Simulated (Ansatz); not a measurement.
Two isomers of C3H5NO: A = `C=C1NCO1`, B = `NC#CCO`.

Calculated with Ansatz (gas phase, PBE0-D4/def2-TZVP geometries, no zero-point term in ΔE). CCSD(T)/CBS is the MP2 limit (def2-TZVPP, def2-QZVPP) plus CCSD(T) − MP2 in def2-TZVPP, frozen cores. Functionals use def2-TZVPP. B3LYP here is the variant with VWN-RPA as its local correlation; programs differ in this. Each species was taken in one conformer, which may not be the lowest.

**Question.** Which isomer does CCSD(T)/CBS put lower? Give the gap. (Estimate.)

**Answer.** The calculation gave: A, by 7.1 kcal/mol.

**Question.** Give E(B) − E(A) in kcal/mol with CCSD(T)/def2-TZVPP, B3LYP-D4, B2PLYP, ωB97M-V, CCSD(T)/def2-SVP, CCSD/def2-TZVPP, LDA (SPW92). (Best estimate.)

**Answer.** Computed: CCSD(T)/def2-TZVPP 8.4, B3LYP-D4 7.3, B2PLYP 6.1, ωB97M-V 9.7, CCSD(T)/def2-SVP 10.5, CCSD/def2-TZVPP 8.0, LDA (SPW92) 13.7. None reverses the order clearly.

**Question.** Does the order hold for the free energy at 298.15 K (harmonic terms from PBE0-D4)? (An estimate is asked.)

**Answer.** The calculation gave: Yes: G(B) − G(A) = +4.8 kcal/mol, for one conformer each.

Largest T1 diagnostic: 0.012.

From BLYP to BHLYP (50 % exact exchange), in def2-TZVPP and without D4, E(B) − E(A) moves by +2.5 kcal/mol. At CCSD(T), def2-SVP lies +3.4 kcal/mol from the extrapolated value and def2-TZVPP +1.3 kcal/mol.
